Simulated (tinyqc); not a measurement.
Starting guesses with DIIS over 6 matrices: SCF starting guesses in the sto-3g basis, for CH2, spin multiplicity 3. Computed by the program tinyqc with PySCF. 

Geometry (angstrom):
```
atom       x        y       z
C     0.0000   0.0000  0.0000
H     0.0000   0.8420  0.6140
H     0.0000  -0.8590  0.6260
```

lowest solution found by these runs and by PySCF with stability checks = -38.425941 hartree

UHF with one setting changed at a time; a run stops when the energy changes by less than 1e-09 hartree and the error matrix is below 1e-5. Starts: the lowest orbitals of the core Hamiltonian, of the Wolfsberg-Helmholz matrix (K = 1.75), projected atomic densities, random orbitals, and the highest orbitals of the core Hamiltonian (a deliberately bad start).

Largest element of the error matrix X^T (FDS - SDF) X:
```
iteration     core  Wolfsberg-Helmholz  atomic densities   random  highest core orbitals
1          3.5e-01             1.6e-01           5.7e-01  3.2e+00                1.6e-01
2          3.5e-02             3.6e-02           5.7e-02  2.2e-01                3.3e-01
3          1.2e-02             7.2e-03           2.5e-02  5.3e-02                2.9e-01
4          3.2e-03             1.3e-03           8.0e-03  2.7e-02                2.1e-01
5          5.2e-04             3.6e-04           2.9e-03  6.5e-03                1.9e-02
6          1.9e-04             1.0e-04           3.3e-04  1.8e-03                4.9e-02
8          5.0e-06             3.9e-06           1.2e-05  1.3e-04                8.7e-04
10               -                   -           1.4e-06  5.6e-06                1.4e-04
14               -                   -                 -        -                1.4e-05
```

How each run ends:
```
run                    iterations  E (hartree)         state
core                            9   -38.425941  lowest found
Wolfsberg-Helmholz              9   -38.425941  lowest found
atomic densities               10   -38.425941  lowest found
random                         11   -38.425941  lowest found
highest core orbitals          16   -38.109751        higher
```

4 of 5 runs reach the lowest solution found, in 9 to 11 iterations (fastest: core, Wolfsberg-Helmholz). Ending on a higher stationary point: highest core orbitals; a small error matrix cannot reveal that, and an occupation fixed by the start is kept by symmetry or by the shape of the basin. The first errors are 3e-01, 2e-01, 6e-01, 3e+00, 2e-01; the deliberately bad start has the smallest one, so a small first error does not mark a good start.
